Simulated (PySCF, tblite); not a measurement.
A set of runs on [MoOF5]2-, `[O]=[Mo-2]([F])([F])([F])([F])[F]` [radical]; the geometry of each is named by its level. Settings lines and outputs come from a driver script.

[MoOF5]2-, F₅MoO (charge -2 and doublet state).
Bonds: O1–Mo2 (double), Mo2–F3, Mo2–F4, Mo2–F5, Mo2–F6, Mo2–F7.

Step 1: GFN2-xTB geometry optimisation, gas phase (tblite 0.8.0) (from a force-field or distance-geometry start)
```json
{"job": {"kind": "relax", "xc": "GFN2-xTB", "basis": "xTB"}, "charge": -2, "multiplicity": 2}
```
```
step      E/eV     max force
  0    -827.58918    5.711
  1    -828.07730    1.911
  2    -828.12217    1.871
...
 14    -828.34281    0.062
 15    -828.34288    0.035
 16    -828.34291    0.019
 17    -828.34291    0.010
 18    -828.34292    0.004
```

Energy lowered by 17.4 kcal/mol over 18 steps; largest atomic force 0.004 eV/Å at the end. «max force» is the largest atomic force in eV/Å.

On one thread of an Arm Neoverse V2, shared host, this took under 0.1 s of wall time.

Step 2: GFN2-xTB harmonic vibrations, gas phase (tblite 0.8.0) (on the GFN2-xTB geometry)
```json
{"job": {"kind": "ir", "xc": "GFN2-xTB", "basis": "xTB"}, "charge": -2, "multiplicity": 2}
```
```
(table of modes left out)
```

15 modes from 97 to 919 cm⁻¹ (unscaled, harmonic); zero-point energy 6.1 kcal/mol; all wavenumbers are real at this level.

The run took 0.11 s on an Arm Neoverse V2 with one thread, no GPU, shared host with 96 logical CPUs at a one-minute load of 38.

Step 3: PBE0-D3(BJ)/def2-SVP geometry optimisation, gas phase, def2 core potentials past Kr (PySCF 2.14.0) (from the GFN2-xTB geometry)
```json
{"job": {"xc": "PBE0", "basis": "def2-SVP", "d3": "d3bj", "grid": 1, "maxiter": 30, "shake": 0.01, "kind": "geom"}, "charge": -2, "multiplicity": 2}
```
```
step   0  E = -641.84996270  max force = 0.050213
step   1  E = -641.86593691  max force = 0.013239
step   2  E = -641.86582852  max force = 0.008349
step   3  E = -641.86653961  max force = 0.005386
step   4  E = -641.86630534  max force = 0.002481
step   5  E = -641.86664853  max force = 0.000971
step   6  E = -641.86668638  max force = 0.000655
step   7  E = -641.86668549  max force = 0.000469
step   8  E = -641.86669490  max force = 0.000322
optimisation converged
```

Final energy -641.86669 Eh after 8 steps. Energies in Eh; «max force» is the largest Cartesian gradient component in Eh/bohr.

The run took 2.0 min of wall time on an Arm Neoverse V2 with one thread, on a shared host, and the process peaked at 0.54 GiB of memory.

Final geometry (PBE0-D3(BJ)/def2-SVP):
```
atom  x, y, z in Å
O1    -0.6624   -1.6845    0.3427
Mo2   -0.0469   -0.1326    0.0201
F3     1.8290   -0.7167   -0.0755
F4     0.6830    1.6864   -0.3668
F5    -1.7990    0.7592    0.0588
F6     0.2215    0.3527    1.9061
F7    -0.1912   -0.2940   -1.9353
```

Whether so highly charged an anion holds all its electrons in the gas phase wasn't checked; a finite basis holds them in any case. No counter-ion or solvent screens the charge of this multiply charged ion. The geometry's basis has no diffuse functions, a weakness for an anion. (This holds for the electronic-property runs.)
